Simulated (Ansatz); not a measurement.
Two structures, one formula

Two relaxed structures of BSiNH₇ (charge +1), singlet (PBE0-D4/def2-TZVP; forces vanish, vibrations not checked).

A:

```tsv
atom	x (Å)	y (Å)	z (Å)
B1	-1.0926	0.5461	-1.3924
Si2	0.2382	0.7423	0.0964
N3	0.5576	-0.9718	0.8771
H4	-1.5674	-0.5055	-1.6881
H5	-1.3987	1.5326	-1.9821
H6	-0.2205	1.4889	1.2884
H7	1.6155	1.1067	-0.3017
H8	-0.2945	-1.3843	1.2598
H9	0.9309	-1.6387	0.1998
H10	1.2315	-0.9164	1.6427
```

B:

| atom | x (Å) | y (Å) | z (Å) |
| --- | --- | --- | --- |
| B1 | 0.9626 | -0.9468 | 0.7520 |
| Si2 | -0.2367 | 0.5921 | 0.1809 |
| N3 | -1.0562 | 0.6058 | -1.2424 |
| H4 | -1.0335 | -0.1301 | -1.9352 |
| H5 | -1.6490 | 1.3805 | -1.5106 |
| H6 | -0.3664 | 1.7328 | 1.0888 |
| H7 | 1.3102 | 0.1140 | 0.0351 |
| H8 | -0.3390 | -0.8223 | 0.9757 |
| H9 | 1.0798 | -1.8796 | 0.0288 |
| H10 | 1.4644 | -0.7651 | 1.8126 |

Program: Ansatz 0.2.0. Basis: def2-TZVPP. Cores are frozen in the correlated methods. B3LYP uses VWN-RPA correlation.

Q: Which structure is lower at CCSD(T), and by how much? (Judge from chemistry; the value comes from the calculation.)

A: By the calculation: A, by 8.86 kcal/mol (electronic energy, against the other). By their contacts, A is BSiNH₇ ([BH2][SiH2][NH3]), total charge +1 and B is BSiNH₇ ([NH2][SiH]12[H][BH2]1[H]2), total charge +1.

All methods give the same order:

| method | E(B) − E(A) (kcal/mol) |
| --- | --- |
| PBE-D4 | 3.03 |
| r2SCAN-D4 | 3.51 |
| PBE0-D4 | 5.73 |
| B3LYP-D4 | 8.13 |
| wB97M-V | 6.80 |
| HF | 19.99 |
| MP2 | 6.57 |
| CCSD | 10.61 |
| CCSD(T) | 8.86 |

The T1 diagnostic stays at or below 0.013.

Labels in which every atom is bracketed show which atoms are joined, not bond orders.

For scale, one of the runs: CCSD(T)/def2-TZVPP, 202 basis functions, launched by `ansatz run in.yaml --threads 2 --pin off --events-out ev --progress --plain --max-ram 4352MiB`. The run took 47 s on 2 CPU threads of an Arm Neoverse V2 (shared host), with 2.4 GiB of host memory at its peak.
